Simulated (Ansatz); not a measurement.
One change: `FCOC(F)F` becomes `COC(F)F`.

Ansatz, PBE0-D4/def2-TZVP geometries, multiplicity 1. Each molecule was computed in one conformer, which needn't be the lowest.

| property | `FCOC(F)F` |
| --- | --- |
| ideal-gas entropy at 298 K and 1 bar (rigid rotor, harmonic PBE0-D4/def2-TZVP) / J/(mol·K) | 328 |
| zero-point energy (PBE0-D4/def2-TZVP) / kJ/mol | 155.2 |
| HOMO energy (B3LYP/def2-TZVPP) / eV | -9.65 |
| HOMO energy (PBE/def2-TZVPP) / eV | -8.12 |
| HOMO–LUMO gap (PBE0/def2-TZVPP) / eV | 11.36 |
| LUMO energy (ωB97M-V/def2-TZVPP) / eV | 3.04 |

(1) What does the change do to each property? (An estimate is asked.)

Results:

(1) Computed: 
```json
{"property": "ideal-gas entropy at 298 K and 1 bar (rigid rotor, harmonic PBE0-D4/def2-TZVP) / J/(mol·K)", "`COC(F)F`": "309", "shift": "-19"}
{"property": "zero-point energy (PBE0-D4/def2-TZVP) / kJ/mol", "`COC(F)F`": "172.5", "shift": "17.3"}
{"property": "HOMO energy (B3LYP/def2-TZVPP) / eV", "`COC(F)F`": "-8.70", "shift": "0.95"}
{"property": "HOMO energy (PBE/def2-TZVPP) / eV", "`COC(F)F`": "-7.24", "shift": "0.88"}
{"property": "HOMO–LUMO gap (PBE0/def2-TZVPP) / eV", "`COC(F)F`": "10.30", "shift": "-1.06"}
{"property": "LUMO energy (ωB97M-V/def2-TZVPP) / eV", "`COC(F)F`": "2.83", "shift": "-0.21"}
```

With PBE0 the HOMO rises by 0.97 eV and the LUMO falls by 0.10 eV, so the gap narrows by about 1.07 eV. PBE moves the HOMO by 0.88 eV and ωB97M-V by 0.98 eV. Modes under 60 cm⁻¹, often nearly free rotors, make the harmonic entropy too high.

B3LYP here is the variant with VWN-RPA as its local correlation; programs differ in this.
